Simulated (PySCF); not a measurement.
## Bond curve of Si₂⁺

Set-up: Si cc-pV(D+d)Z; no relativity (PySCF 2.14). Energies in eV from Si⁺ + Si in their ground configurations at the same level. State: ⁴Σg⁻ (quartet), unpaired electrons σ ↑, π ↑↑.

```
R (Å)  UHF-SCS-MP2  UHF-CCSD(T)
1.962       -1.934             
2.053       -2.458       -2.624
2.144       -2.738       -2.938
2.213       -2.829       -3.058
2.281       -2.843       -3.104
2.349       -2.798       -3.094
2.441       -2.672       -3.018
2.555       -2.443       -2.858
2.692       -2.110       -2.618
2.874       -1.635
```

**Question.** Put a parabola through the three lowest points of the UHF-SCS-MP2 curve and estimate Re, k and ωe (reduced mass 13.99 u; 1 eV/Å² = 0.16022 mdyn/Å; ωe = 1302.8·√(k/μ) cm⁻¹).

**Answer.** Through R = 2.213, 2.281, 2.349 Å the second-order coefficient is 6.38 eV/Å², so Re ≈ 2.263 Å, k ≈ 2.04 mdyn/Å and ωe ≈ 498 cm⁻¹. A polynomial fit of higher order to the unrounded UHF-SCS-MP2 energies gives Re = 2.261 Å, k = 2.17 mdyn/Å, ωe = 513 cm⁻¹; anharmonicity and rounding make the difference.

The higher-order fit for each curve: UHF-SCS-MP2: Re = 2.261 Å, ωe = 513 cm⁻¹, De = 2.85 eV; UHF-CCSD(T): Re = 2.300 Å, ωe = 461 cm⁻¹, De = 3.11 eV.

Correlated steps freeze 10 core orbitals. Correlated levels converge slowly with the basis: in double zeta they bind strong bonds too weakly, by up to about 1 eV, and carry superposition errors of some tenths. The state is the lowest determinant that a PBE0 search found; another state may lie lower at other levels.
